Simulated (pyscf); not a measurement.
CH₄ (SMILES C) + HO–Ga(OH)–OH (SMILES [OH][Ga]([OH])[OH]) -> H₃C–Ga(OH)–OH (SMILES [CH3][Ga]([OH])[OH]) + H₂O (SMILES O), a four-centre exchange (singlet surface; C–H, Ga–O broken, C–Ga, H–O formed). Structures and frequencies: ωB97X-D3(BJ)/def2-SVP in PySCF. Energies in kJ/mol from the separated reactants.

AM1 to PM7: differences of heats of formation from MOPAC. 

Task: In single points PM3 puts the saddle at 48.3 kJ/mol and the reaction energy at +49.6 kJ/mol. Should these be trusted to within a few kcal/mol? Compare with ωB97M-D3(BJ)/def2-TZVP.

Result: ωB97M-D3(BJ)/def2-TZVP gives ΔE‡ = 139.3 kJ/mol and ΔE = +63.1 kJ/mol. PM3 lies 91.0 kJ/mol under it in the barrier and 13.6 kJ/mol under it in the reaction energy, so on this step it does not hold to within 12.6 kJ/mol. At PM3 this geometry lies under one side, so its ΔE‡ may be no barrier of that level. ωB97M-D3(BJ)/def2-TZVP has limits of its own. On the product side the descent ends in an adduct with a Ga–O contact, 63.1 kJ/mol under the separated species and 135.2 kJ/mol under the saddle at ωB97X-D3(BJ)/def2-TZVP. What is counted as broken (Ga–O) persists as a longer contact in the product adduct; parting that adduct is a step of its own. This is the saddle that the search found; another between the same sides may lie lower. In the def2 sets elements up to Kr have no core potential.
